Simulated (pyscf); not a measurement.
This saddle point was located with ωB97X-D3(BJ)/def2-SVP in PySCF.

```xyz
11

O     -0.6632     1.5165    -0.4685
Si     0.3285    -0.0724     0.0630
O     -0.9071    -0.8561    -0.7716
Si    -2.0981     0.2181    -0.2564
O     -1.0695     0.1710     1.3960
H     -0.6209     2.3671    -0.0148
H      1.0578    -0.9121     1.0613
H      1.4594     0.4178    -0.7823
H     -2.8305     0.9315    -1.3465
H     -3.2323    -0.3981     0.4969
H     -1.0740     0.8660     2.0653
```

Surface: singlet, charge 0. Lowest wavenumbers (cm⁻¹): 412i, 52, 338, 349, 383.

### Question
Name the species on either side of this saddle.

### Answer
HO–SiH₂–O–SiH₂–OH (SMILES O[SiH2]O[SiH2]O) ⇌ HO–SiH₂–O–SiH₂–OH (SMILES O[SiH2]O[SiH2]O), a concerted two-bond exchange read from left to right: O–Si, O–Si broken and O–Si, O–Si formed. At ωB97M-D3(BJ)/def2-TZVP it lies +68.7 kcal/mol from the left side and +68.7 kcal/mol from the right (each side as separated species at their lowest minima found). At the saddle there is also a short Si–Si contact that neither side keeps. The same reactants have a lower exit, to cyclic H₄O₃Si₂ (SMILES O[SiH]1O[SiH2]O1) + H₂ (barrier +54.1 kcal/mol at ωB97M-D3(BJ), against +68.7 kcal/mol here). This is the saddle that the search found; another between the same sides may lie lower.
